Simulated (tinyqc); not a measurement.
RHF in the sto-3g basis, for H3O+, spin multiplicity 1, step by step (part 3 of 3). Computed by tinyqc, a small Python program that keeps every step (integrals from PySCF). Command: `OMP_NUM_THREADS=1 python tinyqc.py 20917 20918 out.jsonl` (the two numbers bound the seeds that draw the settings). One thread of a shared host (Intel(R) Xeon(R) Processor @ 2.60GHz), about 0.1 s of CPU time with the checks.

Geometry (angstrom):

| atom | x | y | z |
|---|---|---|---|
| O | 0.000000 | 0.000000 | 0.132000 |
| H | 0.926000 | 0.000000 | 0.000000 |
| H | -0.463000 | 0.802000 | 0.000000 |
| H | -0.463000 | -0.802000 | 0.000000 |

## Iteration 39 (converged): orbitals

converged F (hartree):
```
             1O 1s      1O 2s     1O 2px     1O 2py     1O 2pz      2H 1s      3H 1s      4H 1s
1O 1s   -20.848943  -5.310110  -0.000002   0.000000   0.009971  -1.291726  -1.291569  -1.291569
1O 2s    -5.310110  -3.014623  -0.000024   0.000000   0.058502  -1.295375  -1.295267  -1.295267
1O 2px   -0.000002  -0.000024  -0.962852   0.000000   0.000004  -0.673111   0.336518   0.336518
1O 2py    0.000000   0.000000   0.000000  -0.962845   0.000000   0.000000  -0.582917   0.582917
1O 2pz    0.009971   0.058502   0.000004   0.000000  -0.920533   0.118410   0.118400   0.118400
2H 1s    -1.291726  -1.295375  -0.673111   0.000000   0.118410  -0.944189  -0.456549  -0.456549
3H 1s    -1.291569  -1.295267   0.336518  -0.582917   0.118400  -0.456549  -0.944105  -0.456487
4H 1s    -1.291569  -1.295267   0.336518   0.582917   0.118400  -0.456549  -0.456487  -0.944105
```

X:
```
            1O 1s      1O 2s     1O 2px     1O 2py     1O 2pz      2H 1s      3H 1s      4H 1s
1O 1s    1.025255  -0.153400  -0.000001   0.000000   0.003466   0.020922   0.020921   0.020921
1O 2s   -0.153400   1.365043   0.000022   0.000000  -0.038893  -0.291629  -0.291589  -0.291589
1O 2px  -0.000001   0.000022   1.140816   0.000000  -0.000003  -0.298694   0.149330   0.149330
1O 2py   0.000000   0.000000   0.000000   1.140812   0.000000   0.000000  -0.258657   0.258657
1O 2pz   0.003466  -0.038893  -0.000003   0.000000   1.004409   0.033168   0.033162   0.033162
2H 1s    0.020922  -0.291629  -0.298694   0.000000   0.033168   1.230798  -0.076198  -0.076198
3H 1s    0.020921  -0.291589   0.149330  -0.258657   0.033162  -0.076198   1.230757  -0.076187
4H 1s    0.020921  -0.291589   0.149330   0.258657   0.033162  -0.076198  -0.076187   1.230757
```

Diagonalise F' = X^T F X, C = X C', fill 5 alpha and 5 beta electrons from the bottom; D = 2 C_occ C_occ^T. Each column has its largest component positive (the first on a tie).

F' = X^T F X (hartree):
```
            1          2          3          4          5          6          7          8
1  -20.459661  -2.726517   0.000000   0.000000   0.015077  -0.210592  -0.210543  -0.210543
2   -2.726517  -1.610317   0.000009   0.000000  -0.017923  -0.542144  -0.542090  -0.542090
3    0.000000   0.000009  -0.630317   0.000000  -0.000001  -0.575251   0.287602   0.287602
4    0.000000   0.000000   0.000000  -0.630316   0.000000   0.000000  -0.498159   0.498159
5    0.015077  -0.017923  -0.000001   0.000000  -0.909878   0.072937   0.072929   0.072929
6   -0.210592  -0.542144  -0.575251   0.000000   0.072937  -0.273551  -0.100061  -0.100061
7   -0.210543  -0.542090   0.287602  -0.498159   0.072929  -0.100061  -0.273564  -0.100049
8   -0.210543  -0.542090   0.287602   0.498159   0.072929  -0.100061  -0.100049  -0.273564
```

orbital energies (hartree): MO1 -20.858074, MO2 -1.803231, MO3 -1.142522, MO4 -1.142518, MO5 -0.919798, MO6 0.127573, MO7 0.338687, MO8 0.338715

coefficients C:
```
              MO1        MO2        MO3        MO4        MO5        MO6        MO7        MO8
1O 1s    0.993843  -0.240715   0.000009   0.000000  -0.029374  -0.171680   0.000000   0.000030
1O 2s    0.028958   0.866964  -0.000043   0.000000   0.144060   1.170583   0.000000  -0.000240
1O 2px   0.000001   0.000024   0.707613   0.000000   0.000010  -0.000125   0.000000  -0.966728
1O 2py   0.000000   0.000000   0.000000   0.707612   0.000000   0.000000   0.966718   0.000000
1O 2pz  -0.001455  -0.060208  -0.000008   0.000000   0.988572  -0.180996   0.000000   0.000037
2H 1s   -0.005463   0.098223   0.385945   0.000000  -0.037206  -0.680398   0.000000   1.038904
3H 1s   -0.005463   0.098210  -0.192977   0.334236  -0.037211  -0.680622  -0.899579  -0.519266
4H 1s   -0.005463   0.098210  -0.192977  -0.334236  -0.037211  -0.680622   0.899579  -0.519266
```

D after iteration 39:
```
            1O 1s      1O 2s     1O 2px     1O 2py     1O 2pz      2H 1s      3H 1s      4H 1s
1O 1s    2.093062  -0.368286   0.000001   0.000000  -0.031983  -0.055955  -0.055957  -0.055957
1O 2s   -0.368286   1.546438  -0.000016   0.000000   0.180347   0.159242   0.159268   0.159268
1O 2px   0.000001  -0.000016   1.001431   0.000000   0.000006   0.546204  -0.273102  -0.273102
1O 2py   0.000000   0.000000   0.000000   1.001428   0.000000   0.000000   0.473018  -0.473018
1O 2pz  -0.031983   0.180347   0.000006   0.000000   1.961803  -0.085378  -0.085379  -0.085379
2H 1s   -0.055955   0.159242   0.546204   0.000000  -0.085378   0.320031  -0.126835  -0.126835
3H 1s   -0.055957   0.159268  -0.273102   0.473018  -0.085379  -0.126835   0.320027  -0.126828
4H 1s   -0.055957   0.159268  -0.273102  -0.473018  -0.085379  -0.126835  -0.126828   0.320027
```

Within a degenerate level the vectors are fixed only up to a rotation; this is one choice.

## Convergence

Stop when the energy changes by less than 1e-10 hartree and every element of the error matrix X^T (F D S - S D F) X is below 3e-06.

Course of the cycle:

| iteration | E (hartree) | change | largest element of the error matrix |
|---|---|---|---|
| 1 | -51.38696787 | - | 1.68e+01 |
| 2 | -63.11950968 | -1.17e+01 | 7.98e+00 |
| 3 | -69.04649939 | -5.93e+00 | 3.95e+00 |
| 4 | -72.14327180 | -3.10e+00 | 1.96e+00 |
| 5 | -73.72109312 | -1.58e+00 | 9.79e-01 |
| 6 | -74.51789813 | -7.97e-01 | 4.89e-01 |
| 7 | -74.91828821 | -4.00e-01 | 2.44e-01 |
| 8 | -75.11898424 | -2.01e-01 | 1.22e-01 |
| 9 | -75.21945668 | -1.00e-01 | 6.10e-02 |
| 10 | -75.26972403 | -5.03e-02 | 3.05e-02 |
| 11 | -75.29486548 | -2.51e-02 | 1.52e-02 |
| 12 | -75.30743814 | -1.26e-02 | 7.62e-03 |
| 13 | -75.31372496 | -6.29e-03 | 3.81e-03 |
| 14 | -75.31686849 | -3.14e-03 | 1.91e-03 |
| ... | ... | ... | ... |
| 26 | -75.32001134 | -7.67e-07 | 4.65e-07 |
| 27 | -75.32001172 | -3.84e-07 | 2.33e-07 |
| 28 | -75.32001191 | -1.92e-07 | 1.16e-07 |
| 29 | -75.32001201 | -9.59e-08 | 5.82e-08 |
| 30 | -75.32001206 | -4.80e-08 | 2.91e-08 |
| 31 | -75.32001208 | -2.40e-08 | 1.45e-08 |
| 32 | -75.32001209 | -1.20e-08 | 7.27e-09 |
| 33 | -75.32001210 | -6.00e-09 | 3.63e-09 |
| 34 | -75.32001210 | -3.00e-09 | 1.82e-09 |
| 35 | -75.32001210 | -1.50e-09 | 9.09e-10 |
| 36 | -75.32001210 | -7.50e-10 | 4.54e-10 |
| 37 | -75.32001210 | -3.75e-10 | 2.27e-10 |
| 38 | -75.32001210 | -1.87e-10 | 1.14e-10 |
| 39 | -75.32001210 | -9.37e-11 | 5.68e-11 |

PySCF RHF in the same basis = -75.32001210 hartree

Converged in 39 iterations.

## Populations, bond orders and dipole

overlap S:
```
           1O 1s     1O 2s     1O 2px     1O 2py     1O 2pz      2H 1s      3H 1s      4H 1s
1O 1s   1.000000  0.236704   0.000000   0.000000   0.000000   0.056844   0.056837   0.056837
1O 2s   0.236704  1.000000   0.000000   0.000000   0.000000   0.489245   0.489210   0.489210
1O 2px  0.000000  0.000000   1.000000   0.000000   0.000000   0.396921  -0.198441  -0.198441
1O 2py  0.000000  0.000000   0.000000   1.000000   0.000000   0.000000   0.343735  -0.343735
1O 2pz  0.000000  0.000000   0.000000   0.000000   1.000000  -0.056580  -0.056575  -0.056575
2H 1s   0.056844  0.489245   0.396921   0.000000  -0.056580   1.000000   0.220807   0.220807
3H 1s   0.056837  0.489210  -0.198441   0.343735  -0.056575   0.220807   1.000000   0.220778
4H 1s   0.056837  0.489210  -0.198441  -0.343735  -0.056575   0.220807   0.220778   1.000000
```

Mulliken: Z minus the diagonal of D S on the atom; Loewdin: the same with S^(1/2) D S^(1/2); Mayer order: 2 sum_s sum (D(s) S)_ij (D(s) S)_ji over the two atoms.

Charges (e):

| atom | Mulliken | Loewdin |
|---|---|---|
| 1O | -0.318877 | -0.002220 |
| 2H | 0.439623 | 0.334062 |
| 3H | 0.439627 | 0.334079 |
| 4H | 0.439627 | 0.334079 |

Mayer bond orders:

| pair | order |
|---|---|
| 2-1 | 0.781191 |
| 3-1 | 0.781186 |
| 3-2 | 0.012770 |
| 4-1 | 0.781186 |
| 4-2 | 0.012770 |
| 4-3 | 0.012772 |

dipole moment about the origin, x y z (debye): -0.000036  0.000000  -0.439461
